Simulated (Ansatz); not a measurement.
Scan of [Cl···H···H], doublet

Starting geometry:

```xyz
3

Cl    0.0000    0.0000   -1.1976
H     0.0000    0.0000    0.0812
H     0.0000    0.0000    1.1164
```

From there H2 is moved from one fragment to the other while all else, the fragments' distance too, stays fixed; atoms are numbered as listed. Energies are in kJ/mol, counted from the starting geometry at the same level. Kohn–Sham curves are unrestricted where that lies lower.

Basis 6-31G; Ansatz 0.2.0. Correlated methods freeze the noble-gas cores.

In so small a basis the reference is far from its limit while semilocal and hybrid functionals are nearer theirs (RPA and double hybrids share much of the reference's basis error), so the functionals' errors here hold much of the reference's basis and frozen-core error, which can add to them or hide them.

Full CI is exact within this basis and frozen core; it isn't the basis-set limit.

| distance Cl1-H2 (Å) | full CI | PBE | r2SCAN | B97M-V | PBE0 | B3LYP | BHLYP | wB97M-V | B2PLYP | RPA-PBE |
| --- | --- | --- | --- | --- | --- | --- | --- | --- | --- | --- |
| 1.189 | 35.1 | 43.1 | 40.7 | 42.0 | 39.1 | 41.9 | 37.4 | 38.9 | 38.0 | 38.9 |
| 1.279 | 0.0 | 0.0 | 0.0 | 0.0 | 0.0 | 0.0 | 0.0 | 0.0 | 0.0 | 0.0 |
| 1.320 | -10.1 | -12.8 | -11.6 | -12.7 | -11.3 | -12.8 | -11.2 | -11.5 | -11.3 | -12.2 |
| 1.362 | -18.8 | -23.0 | -20.6 | -23.0 | -20.5 | -23.5 | -20.8 | -21.2 | -20.7 | -23.0 |
| 1.403 | -26.6 | -31.0 | -27.5 | -31.1 | -27.9 | -32.3 | -29.2 | -29.3 | -28.8 | -32.8 |
| 1.445 | -34.3 | -37.3 | -33.1 | -37.7 | -34.3 | -40.0 | -37.2 | -36.7 | -36.4 | -42.3 |
| 1.486 | -41.4 | -41.6 | -37.1 | -42.4 | -39.1 | -46.0 | -44.1 | -42.8 | -42.8 | -50.8 |
| 1.528 | -47.5 | -43.4 | -39.1 | -45.1 | -42.0 | -50.0 | -49.5 | -47.3 | -47.7 | -57.8 |
| 1.569 | -51.0 | -41.6 | -38.0 | -44.9 | -41.7 | -50.6 | -52.1 | -48.7 | -49.7 | -61.9 |
